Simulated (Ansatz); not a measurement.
The input, for Ansatz 0.2.0:

```yaml
crystal:
  periodic: [false, false, false]
  atoms:
    - {symbol: H, position_ang: [-1.842925, 0.059434, 0.000000]}
    - {symbol: H, position_ang: [-1.063925, 0.059434, 0.000000]}
    - {symbol: N, position_ang: [0.177075, 0.059434, 0.000000]}
    - {symbol: H, position_ang: [0.446156, -0.944792, 0.000000]}
basis:
  gaussian: {orbitals: 6-31G}
magnetization: {spin_polarized: false, initial_magnetization: 2}
correlation: {method: fci, electrons: outside_noble_gas}
```

```sh
$ ansatz run in.yaml --threads 1 --pin off --events-out ev --progress --plain --max-ram 2393MiB
```

Output:

```
336 factors; integrals over basis functions are off by at most 4.2e-8 eV
mean field evaluation 1: about -1523.2391 eV, gradient 1.1e1 eV
mean field evaluation 2: about -1523.2389 eV, gradient 1.1e1 eV
mean field evaluation 4: about -1523.7851 eV, gradient 1.7e0 eV
mean field evaluation 8: about -1523.8289 eV, gradient 6.8e-3 eV
mean field -1523.82890184 eV, -55.9996792541 hartree, gradient 2.3e-6 eV, S^2 2.000000; 0 other end points of the search recorded, 0 dependent functions left out
mean field evaluation 16: about -1523.4410 eV, gradient 9.2e0 eV
1 core orbitals not correlated: weight in the atoms' cores, before any rotation towards them, 1.000 or more for the frozen orbitals, at most 0.000 for the correlated occupied ones
reference -1523.82890184 eV, -55.9996792541 hartree; 5, 3 occupied and 9, 11 virtual orbitals, 336 factors
state -1526.95616648 eV, -56.1146041099 hartree
Total energy: -1526.95616648 eV, -56.1146041099 hartree
```

Ran on 1 thread of Arm Neoverse V1, shared host: 1.9 s wall, 0.11 GiB peak host memory.
